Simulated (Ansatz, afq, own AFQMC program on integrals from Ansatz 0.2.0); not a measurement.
## AlH4, doublet in 6-31G, levels against full CI

```yaml
atoms:
  - { symbol: Al, position_ang: [-0.0810, 0.0367, -0.1310] }
  - { symbol: H, position_ang: [0.4276, 0.0383, 1.9875] }
  - { symbol: H, position_ang: [-0.3382, 0.0276, 1.9582] }
  - { symbol: H, position_ang: [0.7122, 1.4198, -0.1870] }
  - { symbol: H, position_ang: [1.3660, -2.4678, -0.2517] }
```

Basis 6-31G. Only valence electrons are correlated. AFQMC by an in-house program on the Cholesky factors that Ansatz 0.2.0 writes for its CCSD(T) run. The CISD trial takes its coefficients from CCSD amplitudes. Released means that phaseless walkers are propagated on without the constraint, phases kept. ± is one standard error of the sampling.

Determinant: UHF, the one that the program's search chose, which needn't be the lowest solution. The geometry is a point of a scan.

Full CI on the same integrals is exact in this basis and with this determinant's frozen core.

Cautions: strong correlation (T1 0.055, weight of the determinant 0.84, largest double 0.17); unrestricted determinant spin contaminated (⟨S²⟩ 1.09 against 0.75); the released energies have errors that jump between times, so the bars are unsure, so no released level is given (meV from the phaseless value at times in 1/Eh: -2.3 ± 1.3 at 0.24, -2.4 ± 1.0 at 0.51, -1.9 ± 1.2 at 0.99, -11 ± 7 at 1.62, -6.3 ± 1.2 at 2.40).

The T1 diagnostic is 0.0545, the weight of the determinant in the CISD state is 0.843 and the ⟨S²⟩ of the determinant is 1.088. The size of the correlated space is 7 electrons in 16 orbitals.

Reference: full CI, correlation energy -1.960 eV. The cautions show a poor starting determinant, so the rows tell how each method copes with it here, and full CI is the sure value.

```tsv
level	E − E(reference) (mEh)	share of correlation (%)
HF	72.02	0.00
MP2	29.09	59.61
CCSD	1.95	97.30
CCSD(T)	0.98	98.64
CCSDT	0.10	99.86
CCSDT(Q)	0.04	99.95
CCSDTQ	0.00	100.00
ph-AFQMC/HF	1.38 ± 0.35	98.08
ph-AFQMC/CISD	0.58 ± 0.05	99.19
```

CCSDT and higher add their correlation energy to the determinant of the CCSD(T) run, since their own runs factorise the integrals more tightly (a shift of under 2 meV).
